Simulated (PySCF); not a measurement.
## Partial charges of sulfuryl chloride fluoride

Compound: sulfuryl chloride fluoride, ClFO₂S.
Z-matrix (Å and degrees, GFN2-xTB geometry), rows numbered from 1:
```
O 
S   1  1.4096
O   2  1.4095  1  122.91
F   2  1.6255  1  106.92  3  -123.96
Cl  2  2.0186  1  109.84  3   131.68
```

Density: PBE0/pcSseg-1 (PySCF); schemes: Mulliken, IAO, Hirshfeld and ESP-fitted. Isolated species at its GFN2-xTB geometry, gas phase.

Task: Give the atomic charges in each scheme.

Result: In e; atoms taken as equivalent share a row and are averaged (×n: the atom named and its like, n in all):

```
 atom            environment  Mulliken     IAO  Hirshfeld  ESP-fitted
O1/O3        sulfonyl oxygen    -0.410  -0.765     -0.238      -0.316
   S2        sulfonyl sulfur    +1.226  +2.161     +0.585      +0.811
   F4  sulfur-bound fluorine    -0.319  -0.453     -0.109      -0.155
  Cl5   chlorine bonded to S    -0.086  -0.179     +0.002      -0.025
```

Mean size of the charges over all atoms: IAO 0.864 e, Mulliken 0.490 e, ESP-fitted 0.324 e, Hirshfeld 0.234 e. Each set sums to the total charge, 0, to within 0.001 e. The IAO scheme counts the electrons in orthogonalised intrinsic atomic orbitals, a minimal basis polarised so that it spans the occupied orbitals exactly. The Hirshfeld scheme divides the density at each point in proportion to the densities of the neutral, spherically averaged free atoms.

Lowest charge. All schemes agree: Mulliken O1/O3 (-0.410); IAO O1/O3 (-0.765); Hirshfeld O1/O3 (-0.238); ESP-fitted O1/O3 (-0.316).

Highest charge. All schemes agree: Mulliken S2 (+1.226); IAO S2 (+2.161); Hirshfeld S2 (+0.585); ESP-fitted S2 (+0.811).

Task: How many electrons does the IAO scheme count on F4?

Result: Z − q = 9 − (-0.453) = 9.453.

Task: Sum the charges by element, for elements with more than one atom.

Result: 
```tsv
element	atoms	Mulliken	IAO	Hirshfeld	ESP-fitted
O	2	-0.821	-1.530	-0.477	-0.632
```
